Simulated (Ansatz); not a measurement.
# CH3AlF− (SMILES [CH2-][AlH][F]): one structure at several levels

One table from this session's results is given with a row withheld; the runs are named, their logs left out.

The runs use Ansatz 0.2.0, Gaussian basis; single points in def2-TZVPPD.

Correlated methods freeze the cores.

## The system as given

SMILES `[CH2-][AlH][F]`, 6 atoms, charge -1, spin multiplicity 1.

Atoms are counted from 1 here; the program's logs count them from 0.

Bond lengths: C1–Al2 2.123 Å, C1–H4 0.954 Å, C1–H5 1.274 Å, Al2–F3 1.772 Å, Al2–H6 1.479 Å. Angles: Al2–C1–H4 110.1°, Al2–C1–H5 89.1°, H4–C1–H5 117.1°, C1–Al2–F3 126.9°, C1–Al2–H6 131.4°, F3–Al2–H6 101.8°.

As a file:

```
C    -0.38170    0.30790   -1.24820
Al    0.51180   -0.00440    0.65200
F     2.13080   -0.64980    0.97270
H    -1.10560    0.92460   -1.17270
H    -0.67660   -0.93100   -1.28990
H    -0.00260    0.21300    2.02120
```

Set-up of the first run:

The input, run/in.yaml:

```yaml
crystal:
  periodic: [false, false, false]
  atoms:
    - {symbol: C, position_ang: [-0.381700, 0.307900, -1.248200]}
    - {symbol: Al, position_ang: [0.511800, -0.004400, 0.652000]}
    - {symbol: F, position_ang: [2.130800, -0.649800, 0.972700]}
    - {symbol: H, position_ang: [-1.105600, 0.924600, -1.172700]}
    - {symbol: H, position_ang: [-0.676600, -0.931000, -1.289900]}
    - {symbol: H, position_ang: [-0.002600, 0.213000, 2.021200]}
basis:
  gaussian: {orbitals: "def2-TZVPPD.json"}
total_charge: -1
correlation: {method: ccsd_t}
output: {forces: true}
```

The basis file named in the input lies beside it (Basis Set Exchange, JSON).

The command line of these runs was not kept.

Among the steps run: CCSD(T)/def2-TZVPPD; PBE0-D4/def2-TZVPPD; wB97M-V/def2-TZVPPD; r2SCAN-D4/def2-TZVPPD; PBE-D4/def2-TZVPPD; r2SCAN0-D4/def2-TZVPPD; HSE06-D4/def2-TZVPPD.

One of the session's tables, all rows but one given; the rest of the session is left out.

```
    method  RMS force component (eV/Å)  angle to CCSD(T) forces (°)
   CCSD(T)                       3.248                    reference
   PBE0-D4                           ?                            ?
   wB97M-V                       3.245                          1.7
 r2SCAN-D4                       3.257                          0.7
    PBE-D4                       3.263                          2.4
r2SCAN0-D4                       3.281                          2.1
  HSE06-D4                       3.292                          0.8
```

Estimate the missing values for PBE0-D4.

**Answer.** RMS force component (eV/Å): 3.293; angle to CCSD(T) forces (°): 0.9. In the column «RMS force component (eV/Å)» it is the highest.

Caveats from the session: The anion's highest level is positive in at least one run, so there the basis alone may hold the extra electron.
